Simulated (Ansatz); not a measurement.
# Relaxing Al2Ga

Computed with Ansatz 0.2.0, DFT PBE, scalar-relativistic, plane waves, PAW. Cutoff 420 eV, Γ-centred k mesh, Gaussian smearing, no spin polarisation in the final step.

Al2Ga was placed on the sites of a reported VAu2 cell (Cmcm, No. 63), with Ga in place of V, Al in place of Au, at a guessed volume.

```
Al Ga
1.0
     4.21811   -2.39202    0.00000
     4.21811    2.39202    0.00000
     0.00000    0.00000    4.65872
Al Ga
4 2
Direct
  0.89000 0.45000 0.25000
  0.55000 0.11000 0.25000
  0.45000 0.89000 0.75000
  0.11000 0.55000 0.75000
  0.78000 0.22000 0.75000
  0.22000 0.78000 0.25000
```

Steps on the 4×4×4 mesh (6 atoms). 8 of 8 steps are shown, and the free energy counts from the last. Trial steps that were taken back and renewals of the plane-wave basis can be among the rows.

| step | ΔF (meV/atom) | V (Å³/atom) | P (GPa) | largest force component (eV/Å) |
| --- | --- | --- | --- | --- |
| 1 | 84.1 | 15.67 | 8.93 | 0.260 |
| 2 | 30.4 | 17.27 | 0.78 | 0.127 |
| 3 | 18.9 | 17.45 | -0.45 | 0.121 |
| 4 | 15.6 | 17.36 | 0.43 | 0.185 |
| 5 | 9.4 | 17.63 | -0.61 | 0.180 |
| 6 | 11.1 | 17.53 | -0.67 | 0.081 |
| 7 | 2.2 | 17.34 | -0.04 | 0.039 |
| 8 | 0.0 | 17.34 | 0.12 | 0.039 |

Steps on the 8×8×8 mesh (6 atoms). 10 of 13 steps are shown, and the free energy counts from the last.

| step | ΔF (meV/atom) | V (Å³/atom) | P (GPa) | largest force component (eV/Å) |
| --- | --- | --- | --- | --- |
| 1 | 18.5 | 17.34 | 0.63 | 0.083 |
| 2 | 12.8 | 17.37 | 0.12 | 0.017 |
| 3 | 10.5 | 17.28 | 0.17 | 0.027 |
| 4 | 6.1 | 17.17 | 0.45 | 0.025 |
| 5 | 4.1 | 17.28 | 0.28 | 0.114 |
| 6 | 3.9 | 17.65 | -1.26 | 0.062 |
| 8 | 0.9 | 17.27 | 0.11 | 0.020 |
| 9 | 0.6 | 17.33 | -0.10 | 0.009 |
| 11 | 0.0 | 17.30 | 0.06 | 0.002 |
| 13 | 0.0 | 17.32 | 0.00 | 0.001 |

A final relaxation ran on a 10×10×8 mesh. The relaxed crystal, Cmcm (No. 63):

```
Al Ga
1.0
     4.32782   -2.49256    0.00000
     4.32782    2.49256    0.00000
     0.00000    0.00000    4.81115
Al Ga
4 2
Direct
  0.83766 0.49981 0.25000
  0.50019 0.16234 0.25000
  0.49981 0.83766 0.75000
  0.16234 0.50019 0.75000
  0.82326 0.17674 0.75000
  0.17674 0.82326 0.25000
```

For Al2Ga, the volume per atom is 17.30 Å³. The density is 3.96 g/cm³, the energy over the elements is 0.06 eV/atom and the gap on the 10×10×8 mesh is 0 eV (a metal).

The zero of energy is the elements' standard structures at the same level; no fitted shifts are applied.

The final run used a 10×10×8 mesh on its 6-atom cell and 0.10 eV smearing. For metals, differences of a few meV/atom aren't resolved.

A structure relaxed within its symmetry needn't be a true minimum.

Cost: 4 runs of about 7.5 core-minutes in all, on Arm Neoverse V2 (shared hosts).